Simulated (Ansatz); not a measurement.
## hcp Mg

Level of theory: r²SCAN (plane waves, PAW; Ansatz, a quantum-chemistry and plane-wave program).

Run with plane-wave cutoff 560 eV, 18×18×12 k mesh (along the axes of the cell as run), Fermi–Dirac smearing 0.05 eV, scalar-relativistic PAW data made under PBE.

Cell (relaxed at this level):

```yaml
crystal:
  lattice:
    - [1.59019, -2.75428, 0.00000]
    - [1.59019, 2.75428, 0.00000]
    - [0.00000, 0.00000, 5.15234]
  atoms:
    - { symbol: Mg, position: [0.33333, 0.66667, 0.25000] }
    - { symbol: Mg, position: [0.66667, 0.33333, 0.75000] }
```

```json
{
  "bulk_modulus": "39.6 GPa",
  "band_gap": "none",
  "pressure derivative B′ of the bulk modulus": "3.9"
}
```

Measured, for comparison: bulk modulus 38.6 GPa (copied from a table, unchecked, extrapolated to 0 K and zero-point effects removed; as tabulated in Lejaeghere et al. (2013), arXiv:1204.2733). Computed (rounded) less measured: bulk modulus not scored (unchecked).

Note: the bulk modulus comes from volumes at which shape and atoms were relaxed.

Computing time: around 2.8 core-minutes (rough).
